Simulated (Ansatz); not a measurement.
# What a trial cell of Ta relaxes into

Computed with DFT PBEsol, scalar-relativistic, plane waves, PAW in Ansatz. Cutoff 420 eV, Γ-centred k mesh, Gaussian smearing, no spin polarisation in the final step.

The start puts Ta on the simple hexagonal structure type (P6/mmm, No. 191), at a guessed volume.

```xyz
1
Lattice="2.8530 0.0000 0.0000 -1.4265 2.4708 0.0000 0.0000 0.0000 2.6658" Properties=species:S:1:pos:R:3 pbc="T T T"
Ta    0.0000    0.0000    0.0000
```

Cell and atoms relax at zero pressure; the relaxation can't lower the symmetry of the start.

Energies count from the standard state of Ta at the same level.

Task: Describe the relaxed structure.

Result: It keeps P6/mmm (No. 191). The result has the simple hexagonal structure. Conventional cell: a = 2.851 Å, c = 2.707 Å. Ta is coordinated by 8 Ta at 2.71–2.85 Å.

```cif
data_structure
_symmetry_space_group_name_H-M 'P6/mmm'
_symmetry_Int_Tables_number 191
_cell_length_a 2.8508
_cell_length_b 2.8508
_cell_length_c 2.7068
_cell_angle_alpha 90.000
_cell_angle_beta 90.000
_cell_angle_gamma 120.000
_cell_volume 19.05
loop_
_atom_site_label
_atom_site_type_symbol
_atom_site_symmetry_multiplicity
_atom_site_Wyckoff_symbol
_atom_site_fract_x
_atom_site_fract_y
_atom_site_fract_z
_atom_site_occupancy
Ta1 Ta 1 a 0.00000 0.00000 0.00000 1
```

Task: What are its volume, energy, density and gap?

Result: The volume per atom is 19.05 Å³ and the density is 15.77 g/cm³. The energy over the standard structure is 0.73 eV/atom and the gap on the 24×24×20 mesh is 0 eV (a metal).

The final run used a 24×24×20 mesh on its 1-atom cell and 0.10 eV smearing. The k mesh leaves about 4 meV/atom of noise in metals. Spin–orbit coupling is left out. A structure relaxed within its symmetry needn't be a true minimum.